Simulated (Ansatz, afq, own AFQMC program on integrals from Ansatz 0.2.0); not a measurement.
# HCl (singlet): AFQMC on the coupled-cluster ladder at distance Cl1–H2 = 1.149 Å, cc-pVDZ

One table from this session's results is given with a row withheld; the runs are named, their logs left out.

The runs use Ansatz 0.2.0, Gaussian basis, and an in-house AFQMC program (afq) on its integrals; all values are calculated; cc-pVDZ, frozen cores.

To be run: Full CI; PBE (unrestricted); r2SCAN (unrestricted); CCSD(T) on RHF; PBE0 (unrestricted); B3LYP (unrestricted); wB97M-V (unrestricted); B2PLYP (unrestricted); Full CI; CCSDT(Q) on RHF; CCSDTQ on RHF; Phaseless AFQMC, CISD trial on RHF; UHF.

2 further runs of the same task are left out: 2 that didn't finish.

**The geometry**

The geometry derives from a PBE0/def2-TZVP stationary point (not a proven minimum). One bond is set to the value named and the two fragments are kept rigid.

2 atoms, charge 0, spin multiplicity 1.

Atoms are counted from 1 here; the program's logs count them from 0.

Bond lengths: Cl1–H2 1.149 Å.

Set-up of the first run:

in.yaml

```yaml
crystal:
  periodic: [false, false, false]
  atoms:
    - {symbol: Cl, position_ang: [0.000000, 0.000000, 0.000000]}
    - {symbol: H, position_ang: [0.000000, 0.000000, 1.149000]}
basis:
  gaussian: {orbitals: cc-pVDZ}
correlation: {method: fci, electrons: outside_noble_gas}
```

Launch:

```console
$ ansatz run in.yaml --threads 1 --pin off --events-out ev --progress --plain --max-ram 16896MiB --backend cuda --devices 0, --max-vram 18GiB
```

Among the steps run: Full CI; PBE (unrestricted); r2SCAN (unrestricted); CCSD(T) on RHF; PBE0 (unrestricted); B3LYP (unrestricted); wB97M-V (unrestricted); B2PLYP (unrestricted); CCSDT(Q) on RHF; CCSDTQ on RHF; Phaseless AFQMC, CISD trial on RHF; UHF.

One of the session's tables, all rows but one given; the rest of the session is left out.

On the RHF determinant, counted from full CI (exact for this spin and basis):

```
                                                level  from full CI (kJ/mol)
                                                   HF                      ?
                                                  MP2                  +48.8
                                                 CCSD                   +7.0
                                              CCSD(T)                   +1.2
                                             CCSDT(Q)                   +0.1
                                               CCSDTQ                    0.0
                                              full CI                    0.0
Phaseless AFQMC, CISD trial, step 0.005, 4000 walkers                    0.0
```

Q: Estimate the row for HF from the others.

As computed: from full CI (kJ/mol): +429.7. In the column «from full CI (kJ/mol)» it is the highest.

Caveats from the session: On RHF the phaseless walk with the CISD trial lies 0.0 kJ/mol from full CI, within three error bars.
